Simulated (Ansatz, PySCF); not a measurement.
Species: C₄H₅ (charge 0, doublet). It need not be the lowest isomer of its formula. 
Coordinates optimised at B3LYP-D3(BJ)/def2-TZVP (Ansatz, a first-principles code):
SMILES: [CH2]C#CC
```xyz
9

C     -0.0030    -0.1564     2.0674
C     -0.0010    -0.0559     0.7061
C      0.0008     0.0323    -0.5132
C      0.0029     0.1519    -1.9587
H     -0.9312    -0.2049     2.6212
H      0.9235    -0.1905     2.6250
H     -0.0047     1.2023    -2.2661
H      0.8918    -0.3120    -2.3930
H     -0.8770    -0.3258    -2.3966
```
Charge 0, spin multiplicity 2.

Total electronic energies in hartree. Cores are frozen in the correlated levels unless marked. Open shells are spin-unrestricted. Spin-orbit coupling is left out. No relativistic terms. Basis-set limits of correlation are two-point, X^-3; Hartree-Fock from the larger set. The bracket is a focal-point correction in the basis named.

The UHF reference is spin-contaminated (<S^2> 0.19 over the pure value in the largest basis). 

| level | program | energy (Eh) |
|---|---|---|
| HF/cc-pVTZ | Ansatz | -154.35002 |
| RI-HF/cc-pVTZ | Ansatz | -154.34998 |
| SVWN5/def2-TZVPD | Ansatz | -153.91746 |
| B3LYP-D4/def2-TZVPD | Ansatz + dftd4 | -155.40015 |
| BHLYP-D3(BJ)/def2-TZVPD | Ansatz + dftd3 | -155.29252 |
| TPSSh-D3(BJ)/def2-TZVPD | PySCF + dftd3 | -155.40422 |
| CAM-B3LYP/def2-TZVPD | Ansatz | -155.29068 |
| B2PLYP-D3(BJ)/def2-TZVPD | Ansatz + dftd3 | -155.23801 |
| PBE-QIDH/def2-TZVPD | Ansatz | -155.15167 |
| MP2/STO-3G | Ansatz | -152.60596 |
| SCS-MP2/aug-cc-pVDZ | Ansatz | -154.81155 |
| CCSD/STO-3G | Ansatz | -152.67955 |
| CCSD/aug-cc-pVDZ | Ansatz | -154.87025 |
| CCSD/cc-pVTZ | Ansatz | -154.99577 |
| RI-MP2/CBS(cc-pVTZ,cc-pVQZ)+[CCSD(T)-MP2]/cc-pVTZ | Ansatz | -155.1025 |

Totals of different functionals don't rank their quality; only differences between species are comparable.
